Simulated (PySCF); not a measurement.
Basis-set dependence of population analyses: `FC1=CCC=C1`

Compound: C5H5F.
Numbering: `[F:1][C:2]1=[CH:3][CH2:4][CH:5]=[CH:6]1` (hydrogens: H7 on C3; H8, H9 on C4; H10 on C5; H11 on C6)

PBE0 throughout (PySCF), one geometry, spherical d and f functions. Geometry: PBE0-D3(BJ)/def2-SVP; no solvent, vibrations or thermal averaging. The first 7 of 10 kinds of atom are listed.

Mulliken charges (e):

```csv
basis,functions,F1,C2,C3,C4,C5,C6,H7
STO-3G,35,-0.070,+0.089,-0.127,-0.158,-0.079,-0.111,+0.083
6-31G,64,-0.317,+0.284,-0.176,-0.444,-0.162,-0.156,+0.184
pcSseg-0,64,-0.361,+0.236,-0.172,-0.623,-0.203,-0.210,+0.253
6-31G*,94,-0.310,+0.392,-0.246,-0.418,-0.164,-0.207,+0.180
cc-pVDZ,109,-0.154,+0.158,-0.120,+0.010,-0.077,-0.021,+0.015
def2-SVP,109,-0.198,+0.264,-0.192,+0.018,-0.096,-0.064,+0.034
aug-cc-pVDZ,183,-0.578,+0.436,+0.552,+0.136,+0.481,+0.259,-0.357
"6-311+G(2d,p)",192,-0.330,+0.140,+0.023,-0.401,-0.086,-0.013,+0.117
def2-TZVP,216,-0.188,+0.252,-0.272,-0.072,-0.203,-0.173,+0.135
cc-pVTZ,250,-0.147,+0.234,-0.244,-0.101,-0.146,-0.195,+0.131
IGLO-III,260,-0.238,+0.273,-0.156,-0.183,-0.087,-0.133,+0.100
```

IAO charges (e):

```json
{"basis": "STO-3G", "functions": "35", "F1": "-0.082", "C2": "+0.127", "C3": "-0.200", "C4": "-0.270", "C5": "-0.129", "C6": "-0.175", "H7": "+0.138"}
{"basis": "6-31G", "functions": "64", "F1": "-0.243", "C2": "+0.249", "C3": "-0.226", "C4": "-0.281", "C5": "-0.147", "C6": "-0.193", "H7": "+0.166"}
{"basis": "pcSseg-0", "functions": "64", "F1": "-0.227", "C2": "+0.240", "C3": "-0.227", "C4": "-0.292", "C5": "-0.144", "C6": "-0.193", "H7": "+0.163"}
{"basis": "6-31G*", "functions": "94", "F1": "-0.250", "C2": "+0.282", "C3": "-0.234", "C4": "-0.262", "C5": "-0.142", "C6": "-0.190", "H7": "+0.158"}
{"basis": "cc-pVDZ", "functions": "109", "F1": "-0.250", "C2": "+0.281", "C3": "-0.238", "C4": "-0.261", "C5": "-0.145", "C6": "-0.193", "H7": "+0.159"}
{"basis": "def2-SVP", "functions": "109", "F1": "-0.249", "C2": "+0.279", "C3": "-0.232", "C4": "-0.258", "C5": "-0.140", "C6": "-0.190", "H7": "+0.156"}
{"basis": "aug-cc-pVDZ", "functions": "183", "F1": "-0.263", "C2": "+0.284", "C3": "-0.240", "C4": "-0.265", "C5": "-0.149", "C6": "-0.195", "H7": "+0.165"}
{"basis": "6-311+G(2d,p)", "functions": "192", "F1": "-0.264", "C2": "+0.284", "C3": "-0.239", "C4": "-0.267", "C5": "-0.149", "C6": "-0.195", "H7": "+0.165"}
{"basis": "def2-TZVP", "functions": "216", "F1": "-0.263", "C2": "+0.288", "C3": "-0.241", "C4": "-0.267", "C5": "-0.149", "C6": "-0.196", "H7": "+0.164"}
{"basis": "cc-pVTZ", "functions": "250", "F1": "-0.261", "C2": "+0.288", "C3": "-0.241", "C4": "-0.267", "C5": "-0.148", "C6": "-0.196", "H7": "+0.164"}
{"basis": "IGLO-III", "functions": "260", "F1": "-0.264", "C2": "+0.286", "C3": "-0.241", "C4": "-0.268", "C5": "-0.150", "C6": "-0.196", "H7": "+0.165"}
```

Hirshfeld charges (e):

| basis | functions | F1 | C2 | C3 | C4 | C5 | C6 | H7 |
| --- | --- | --- | --- | --- | --- | --- | --- | --- |
| STO-3G | 35 | -0.024 | +0.054 | -0.092 | -0.003 | -0.038 | -0.055 | +0.030 |
| 6-31G | 64 | -0.091 | +0.068 | -0.088 | -0.051 | -0.046 | -0.069 | +0.054 |
| pcSseg-0 | 64 | -0.083 | +0.071 | -0.088 | -0.055 | -0.041 | -0.069 | +0.051 |
| 6-31G* | 94 | -0.080 | +0.069 | -0.090 | -0.054 | -0.046 | -0.067 | +0.052 |
| cc-pVDZ | 109 | -0.070 | +0.067 | -0.089 | -0.063 | -0.043 | -0.069 | +0.050 |
| def2-SVP | 109 | -0.078 | +0.073 | -0.089 | -0.065 | -0.042 | -0.069 | +0.051 |
| aug-cc-pVDZ | 183 | -0.085 | +0.071 | -0.089 | -0.078 | -0.048 | -0.071 | +0.058 |
| 6-311+G(2d,p) | 192 | -0.087 | +0.069 | -0.088 | -0.073 | -0.047 | -0.070 | +0.057 |
| def2-TZVP | 216 | -0.084 | +0.071 | -0.088 | -0.074 | -0.046 | -0.070 | +0.056 |
| cc-pVTZ | 250 | -0.081 | +0.072 | -0.089 | -0.073 | -0.045 | -0.070 | +0.054 |
| IGLO-III | 260 | -0.085 | +0.072 | -0.089 | -0.077 | -0.047 | -0.070 | +0.056 |

Which scheme is steadiest as the basis changes?

Largest range over the bases for any column: Hirshfeld 0.08 e, IAO 0.18 e, Mulliken 0.82 e. Hirshfeld charges move least and Mulliken charges most, counted in e. Without the minimal STO-3G basis the ranges are Hirshfeld 0.03, IAO 0.05, Mulliken 0.82 e.

How much do the charges still move between the two largest bases, cc-pVTZ and IGLO-III?

At most, over all atoms: Mulliken 0.092 e, IAO 0.003 e, Hirshfeld 0.005 e.

What do the same runs give for the total energy, the frontier levels and the dipole moment?

| basis | energy (Eh) | HOMO (eV) | LUMO (eV) | μ (D) |
| --- | --- | --- | --- | --- |
| STO-3G | -289.2472 | -4.02 | 2.36 | 0.91 |
| 6-31G | -292.9390 | -6.32 | -0.36 | 2.16 |
| pcSseg-0 | -292.3466 | -6.68 | -0.70 | 2.17 |
| 6-31G* | -293.0050 | -6.16 | -0.28 | 1.70 |
| cc-pVDZ | -293.0315 | -6.32 | -0.46 | 1.72 |
| def2-SVP | -292.7979 | -6.44 | -0.57 | 1.83 |
| aug-cc-pVDZ | -293.0485 | -6.49 | -0.70 | 1.91 |
| 6-311+G(2d,p) | -293.0984 | -6.50 | -0.71 | 1.93 |
| def2-TZVP | -293.1248 | -6.47 | -0.66 | 1.84 |
| cc-pVTZ | -293.1145 | -6.44 | -0.61 | 1.80 |
| IGLO-III | -293.1302 | -6.49 | -0.71 | 1.89 |

The dipole is fixed by the density alone, so its range of 1.26 D shows that the density itself changes with the basis, not only its division among atoms.
